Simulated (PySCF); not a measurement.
## C: electron affinity

C⁻ [He] 2s2 2p3 (4S) → C [He] 2s2 2p2 (3P), as a difference of total energies. All numbers are calculated (PySCF 2.14, the non-relativistic Hamiltonian (point nucleus), in def2-TZVPPD (6s3p3d1f, 37 functions)). Correlated levels: valence: 1s2 frozen; valence and next inner shell: nothing frozen. The calculations carry no spin-orbit coupling.

```
                                method  electron affinity (eV)
                                   UHF                   0.309
                                   LDA                   1.460
                                   PBE                   1.204
                                  PBE0                   1.133
                                 B3LYP                   1.063
                                 M06-L                   1.170
                                  PW91                   1.246
                               r2SCANh                   1.187
                         MP2 (valence)                   1.031
                     SCS-MP2 (valence)                   0.776
SCS-MP2 (valence and next inner shell)                   0.780
```

Estimate what r2SCAN gives.

1.217 eV, closest to PBE among the rows shown.

Estimate what MP2 (valence and next inner shell) gives.

1.037 eV, closest to MP2 (valence) among the rows shown.

Errors of the correlated levels include the incompleteness of this basis and the frozen core.

In the anion the highest occupied orbital energy is positive at LDA, PBE, PBE0, r2SCAN, B3LYP, M06-L, PW91, r2SCANh, a self-interaction effect; the basis confines that electron, and the energy difference can still be sensible.

For comparison: 1.262 eV (measured; photodetachment measurements, as compiled on the Wikipedia data page of electron affinities).
